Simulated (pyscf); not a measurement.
This saddle point was located with ωB97X-D3(BJ)/def2-SVP in PySCF.

```xyz
6

O     -0.5746     1.2712     0.2230
Si     0.3602     0.0313    -0.0989
H      0.9685     1.7286     0.1789
H     -1.4562    -0.0638     0.0398
H      0.7671    -0.4141    -1.4574
H      0.9718    -0.8746     0.9085
```

Surface: singlet, charge 0. Lowest wavenumbers (cm⁻¹): 2270i, 568, 614, 674, 842.

**Question.** Name the species on either side of this saddle.

**Answer.** `[OH][SiH3]` ⇌ `[OH][SiH3]`, a concerted two-bond exchange read from left to right: H–O, H–Si broken and H–O, H–Si formed. At CCSD(T)/def2-TZVPP + ΔMP2(QZVPP) it lies +140.2 kcal/mol from the left side and +140.2 kcal/mol from the right (each side as separated species at their lowest minima found). The same reactants have a lower exit, to HO–SiH: [singlet] + H₂ (barrier +66.9 kcal/mol at ωB97M-D3(BJ), against +141.4 kcal/mol here). This is the saddle that the search found; another between the same sides may lie lower. One closed-shell reference is unstable to symmetry breaking; treat the single-reference values with care. The CCSD(T) − MP2 part came from Ansatz, without density fitting, on the same reference. The largest closed-shell T1 diagnostic is 0.031, which may signal static correlation.
